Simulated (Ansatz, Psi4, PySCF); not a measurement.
Molecule: C$_{3}$H$_{8}$O, net charge 0, singlet state. SMILES: CCCO
Geometry: optimised at B3LYP-D3(BJ)/def2-TZVP (Ansatz, a program for electronic structure).

B3LYP/6-31G* beside other levels, property by property. Set-up: dispersion terms only where a functional's name holds one; no spin-orbit coupling; valence correlation only; open shells spin-unrestricted; non-relativistic; atomisation electronic, to ground-state atoms; six Cartesian d functions in 6-31G* and its kin unless marked 5d. CBS(X,Y): correlation extrapolated as X^-3; Hartree-Fock from the larger set. The bracket is a focal-point correction in the basis named. Ab initio and DFT rows: single points at B3LYP-D3(BJ) geometries (Ansatz), with unscaled harmonic terms from B3LYP/6-31G* (Ansatz) at its own minima, enthalpies of formation by atomisation with measured atoms.

Measured values: Active Thermochemical Tables 1.112 (ions: stationary electron), as tabulated in the package chemicals; CRC Handbook, as tabulated in the package chemicals; G2/97 table in ASE (Curtiss et al.); CRC Handbook, as tabulated in the package chemicals; NIST CCCBDB, as tabulated in the package chemicals; they hold spin-orbit and core effects, anharmonicity and other conformers. Coupled cluster (Ansatz) is a level with limits of its own, used here on species with T1 under 0.025 (0.045 for open shells) and stable references: (a) RI-MP2/CBS(aug-cc-pVTZ,aug-cc-pVQZ)+[CCSD(T)-MP2]/aug-cc-pVTZ; (b) RI-MP2/CBS(cc-pVTZ,cc-pVQZ)+[CCSD(T)-MP2]/cc-pVTZ.

```
property                                                                              B3LYP/6-31G* (Ansatz)  PBE/6-31G* (Ansatz)  M06-2X/6-31G* (5d) (PySCF)  wB97X-D/6-31G* (Psi4)             to compare with
------------------------------------------------------------------------------------  ---------------------  -------------------  --------------------------  ---------------------  --------------------------
C-C bond dissociation enthalpy at 298 K, to [CH3] (CH3) + [CH2]CO (kcal/mol)                           87.2                 92.0                        94.9                   93.3    90.6 coupled cluster (b)
C-C bond dissociation enthalpy at 298 K, to [CH2]C (C2H5) + [CH2]O (CH3O) (kcal/mol)                   80.6                 84.2                        89.7                   86.6               86.0 measured
enthalpy of formation at 298 K (kcal/mol)                                                             -50.8                -74.9                       -57.1                  -57.1              -61.0 measured
C-O bond dissociation enthalpy at 298 K, to [CH2]CC + [OH] (HO) (kcal/mol)                             90.3                 96.9                        97.5                   94.6    95.3 coupled cluster (b)
size of the dipole moment (D)                                                                          1.48                 1.41                        1.54                   1.54               1.55 measured
atomisation energy (kcal/mol)                                                                        1095.4               1119.5                      1101.7                 1101.7  1104.9 coupled cluster (a)
```

As the rows show:
- C-C bond dissociation enthalpy at 298 K, to [CH3] (CH3) + [CH2]CO: B3LYP/6-31G* lies 3.4 kcal/mol below coupled cluster.
- C-C bond dissociation enthalpy at 298 K, to [CH2]C (C2H5) + [CH2]O (CH3O): B3LYP/6-31G* lies 5.4 kcal/mol below the measured value.
- enthalpy of formation at 298 K: B3LYP/6-31G* lies 10.2 kcal/mol above the measured value.
- C-O bond dissociation enthalpy at 298 K, to [CH2]CC + [OH] (HO): B3LYP/6-31G* lies 5.0 kcal/mol below coupled cluster.
- size of the dipole moment: B3LYP/6-31G* lies 0.07 D below the measured value.
- atomisation energy: B3LYP/6-31G* lies 9.5 kcal/mol below coupled cluster.

The properties are those with a value to compare with, at most eight drawn at random. No case is left out for the size of its miss. Left out are saddle points of the reference geometry, anions that the best level run finds unbound, excited spin states, species near biochemistry, 298 K rows of species without real B3LYP wavenumbers, cases with under five habitual levels, runs that failed or that the program found above a lower state of the same kind, table entries that another table contradicts, and a share of species set aside by lot.
